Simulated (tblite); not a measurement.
Compound: C₅H₅S (doublet state).
Geometry (GFN2-xTB, Å), atoms numbered from 1 in this order:
```
atom  x, y, z in Å
C1     2.5514    0.2156    0.1173
C2     1.2807    0.0380    0.2247
C3    -0.0197   -0.1646    0.3951
S4    -0.5324   -0.7390    1.9472
C5    -0.9816    0.0829   -0.6703
C6    -2.2900   -0.1004   -0.5472
H7     3.2137   -0.5671   -0.2225
H8     3.0199    1.1601    0.3520
H9    -0.5482    0.4359   -1.5975
H10   -2.7216   -0.4527    0.3755
H11   -2.9668    0.0938   -1.3604
```

Level: GFN2-xTB in tblite, geometry and Hessian alike; calculated harmonic values, unscaled, isolated species. Against measured fundamentals such values can be off by several per cent, at times by over 20. One conformer, not necessarily the lowest. Open shells enter through the occupations alone, without spin polarisation, and single modes of such species can be off by tens of per cent.

Harmonic wavenumbers (cm⁻¹): 86.4, 125.1, 212.0, 212.4, 380.9, 443.6, 450.1, 498.6, 629.6, 671.1, 842.6, 889.7, 905.5, 936.8, 1000.8, 1120.3, 1211.9, 1286.5, 1372.3, 1395.0, 1654.5, 1987.2, 3048.0, 3049.4, 3052.5, 3104.0, 3139.7.

A = 4185, B = 2292, C = 1496 MHz; mass 97.011 u (most abundant isotopes); point group Cs, symmetry number 1; spin multiplicity 2.

Question: What is the zero-point energy?

Answer: Half the sum of the wavenumbers: 16853 cm⁻¹ = 48.19 kcal/mol.

Question: What is S at 273.15 K and 1 bar for an ideal gas of classical rigid rotors and harmonic oscillators?

Answer: Translation 39.22, rotation 27.25, vibration 14.17, spin (R ln 2) 1.38: S = 82.0 cal/(mol K).

Question: And Cp and H(273.15 K) − H(0)?

Answer: Cp = 24.69 cal/(mol K), of which vibrations give 16.74 (their classical limit is 27 R = 53.7); H(273.15 K) − H(0) = 4.38 kcal/mol without the zero-point energy, 2.21 from vibrations.

Question: What must be added to the electronic energy to get the Gibbs energy at 273.15 K and 1 bar?

Answer: ZPE + [H(273.15 K) − H(0)] − T·S = 48.19 + 4.38 − 22.40 = 30.17 kcal/mol.

Question: Blend soft modes into free rotors: weight 1/[1 + (100 cm⁻¹/ν̃)⁴] for the oscillator and the rest for a rotor with moment μB/(μ + B), μ = h/(8π²ν), B = 10⁻⁴⁴ kg m². What vibrational entropy results?

Answer: 13.69 cal/(mol K) in place of 14.17, which changes −T·S at 273.15 K by +0.13 kcal/mol.

Hindered rotation and anharmonicity are outside this model. Other conformers, if any are populated, would add a mixing term that is left out.

Time: 0.26 s of wall time. Hardware: one thread, Arm Neoverse V1 (aarch64), shared host with 32 logical CPUs at a one-minute load of 5.9. The figure is for the frequency step alone.
